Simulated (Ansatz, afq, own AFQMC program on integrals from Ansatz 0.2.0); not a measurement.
BH$_{4}$, doublet: AFQMC among the cluster methods

```yaml
atoms:
  - { symbol: H, position_ang: [-1.9872, 0.0000, 0.0000] }
  - { symbol: H, position_ang: [-1.1402, 0.0000, 0.0000] }
  - { symbol: B, position_ang: [0.1658, 0.0000, 0.0000] }
  - { symbol: H, position_ang: [0.6748, 0.0000, 1.0770] }
  - { symbol: H, position_ang: [0.6748, 0.0000, -1.0770] }
```

Basis cc-pVTZ. Noble-gas cores (and the filled d shells of Ga–Kr and In–Xe) are frozen. AFQMC by an in-house program on the Cholesky factors that Ansatz 0.2.0 writes for its CCSD(T) run. The CISD trial takes its coefficients from CCSD amplitudes. Released means that phaseless walkers are propagated on without the constraint, phases kept. ± is one standard error of the sampling.

Determinant: UHF, the one that the program's search chose, which needn't be the lowest solution. The geometry is a point of a scan.

No full CI on the walks' own integrals is used here; CCSDT(Q) serves as the reference and is uncertain by about the last step of the cluster series.

```
T1 diagnostic                               : 0.0117
weight of the determinant in the CISD state : 0.931
⟨S²⟩ of the determinant                     : 0.768
size of the correlated space                : 7 electrons in 85 orbitals
```

```json
{"level": "MP2", "correlation energy (eV)": "-3.4033"}
{"level": "CCSD", "correlation energy (eV)": "-4.1037"}
{"level": "CCSD(T)", "correlation energy (eV)": "-4.1909"}
```

Estimate where AFQMC with the constraint released lies against CCSD(T) on the same integrals.

0.45 ± 0.06 kcal/mol below CCSD(T).

Reference: CCSDT(Q), correlation energy -4.209 eV. The released energy is read at 2.40 1/Eh (meV from the phaseless value at times in 1/Eh: -1.0 ± 2.3 at 0.24, -3.5 ± 1.7 at 0.51, -2.7 ± 1.4 at 0.99, -4.0 ± 2.0 at 1.62, -8 ± 3 at 2.40).

```csv
level,E − E(reference) (kcal/mol),share of correlation (%)
CCSD(T),0.42,99.57
CCSDT,0.04,99.96
ph-AFQMC/CISD,0.15 ± 0.05,99.84
released AFQMC,-0.03 ± 0.06,100.03
```

A walk keeps the symmetry of its determinant, which the program's search chose and which needn't be the lowest solution, so a lower state of the same spin and another symmetry isn't excluded. Released energies are given only where the last usable release times agree within the noise; a slower fall can still hide under it.
